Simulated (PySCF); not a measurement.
Compound: C3H4F2O.
Structure used (PBE0-D3(BJ)/def2-SVP), in Å, numbered top down from 1:
```xyz
10
C3H4F2O angstrom
C     -1.593   -0.074    0.192
O     -0.303   -0.259    0.751
C      0.697    0.338    0.123
F      0.551    1.653   -0.049
C      1.814   -0.260   -0.296
F      1.981   -1.573   -0.170
H     -2.289   -0.650    0.812
H     -1.883    0.988    0.204
H     -1.628   -0.451   -0.844
H      2.652    0.290   -0.723
```

The closed-shell ground state was solved at several levels (PySCF, density fitting, gas phase, non-relativistic).

```json
{"level": "PBE/pcSseg-2", "basis functions": "272", "total energy (Eh)": "-391.3330", "HOMO (eV)": "-5.59", "LUMO (eV)": "-0.38", "gap (eV)": "5.21", "dipole (D)": "1.66"}
{"level": "PBE0/pcSseg-1", "basis functions": "122", "total energy (Eh)": "-391.1344", "HOMO (eV)": "-6.84", "LUMO (eV)": "0.80", "gap (eV)": "7.64", "dipole (D)": "1.86"}
{"level": "B3LYP/pcJ-1", "basis functions": "202", "total energy (Eh)": "-391.5863", "HOMO (eV)": "-6.63", "LUMO (eV)": "0.52", "gap (eV)": "7.15", "dipole (D)": "1.85"}
```

Estimate the row for CAM-B3LYP/def2-SVPD, a basis of 161 functions; the other rows only guide the guess.

Total energy -391.1784 Eh, HOMO -8.40 eV, LUMO 1.16 eV, gap 9.56 eV, dipole 1.77 D.

Over all these levels, which gives the widest orbital gap and which the narrowest?

CAM-B3LYP/def2-SVPD (range-separated hybrid) has the widest, 9.56 eV, and PBE/pcSseg-2 (GGA) the narrowest, 5.21 eV. Functional and basis both differ between the two, so the spread mixes both effects.

How far do the dipole and the HOMO energy spread over the levels?

The dipole runs from 1.66 to 1.86 D (mean 1.79 D) and the HOMO from -8.40 to -5.59 eV.

One conformer stands for the species.
